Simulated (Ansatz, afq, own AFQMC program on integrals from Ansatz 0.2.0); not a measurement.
**SiH$_{3}$⁺, triplet in cc-pVDZ, levels against full CI**

```xyz
4

Si    0.0000    0.1020   -0.1187
H     0.0000   -1.8480   -1.2418
H     0.6625   -0.4973    2.2746
H    -0.6625   -0.4973    2.2746
```

Basis cc-pVDZ. Noble-gas cores (and the filled d shells of Ga–Kr and In–Xe) are frozen. Integrals, coupled cluster, full CI and functionals: Ansatz 0.2.0; the random walks run on the same integrals in our own AFQMC program. The CISD trial takes its coefficients from CCSD amplitudes. Released means that phaseless walkers are propagated on without the constraint, phases kept. Uncertainties: one standard error, sampling alone.

Determinant: UHF, the one that the program's search chose, which needn't be the lowest solution. The geometry is a point of a scan.

Full CI on the same integrals is exact in this basis and with this determinant's frozen core.

Cautions: lower spins were not checked; an unrestricted solution with more broken spin lies lower (16 meV, ⟨S²⟩ 2.17); the released energies have errors that jump between times, so the bars are unsure, so no released level is given (meV from the phaseless value at times in 1/Eh: 0.3 ± 1.8 at 0.24, -0.8 ± 1.5 at 0.51, -5.7 ± 1.7 at 0.99, -13 ± 6 at 1.62, -10.5 ± 1.0 at 2.40).

```
T1 diagnostic                               : 0.0240
weight of the determinant in the CISD state : 0.885
⟨S²⟩ of the determinant                     : 2.044
size of the correlated space                : 6 electrons in 28 orbitals
```

Reference: full CI, correlation energy -2.991 eV.

```json
{"level": "HF", "E − E(reference) (kcal/mol)": "68.98", "share of correlation (%)": "0.00"}
{"level": "MP2", "E − E(reference) (kcal/mol)": "23.36", "share of correlation (%)": "66.14"}
{"level": "CCSD", "E − E(reference) (kcal/mol)": "1.71", "share of correlation (%)": "97.52"}
{"level": "CCSD(T)", "E − E(reference) (kcal/mol)": "0.54", "share of correlation (%)": "99.21"}
{"level": "CCSDT", "E − E(reference) (kcal/mol)": "0.06", "share of correlation (%)": "99.92"}
{"level": "CCSDT(Q)", "E − E(reference) (kcal/mol)": "0.02", "share of correlation (%)": "99.98"}
{"level": "CCSDTQ", "E − E(reference) (kcal/mol)": "0.00", "share of correlation (%)": "100.00"}
{"level": "ph-AFQMC/CISD", "E − E(reference) (kcal/mol)": "0.30 ± 0.05", "share of correlation (%)": "99.56"}
```

CCSDT and higher add their correlation energy to the determinant of the CCSD(T) run, since their own runs factorise the integrals more tightly (a shift of under 2 meV). A walk keeps the symmetry of its determinant, which the program's search chose and which needn't be the lowest solution, so a lower state of the same spin and another symmetry isn't excluded.
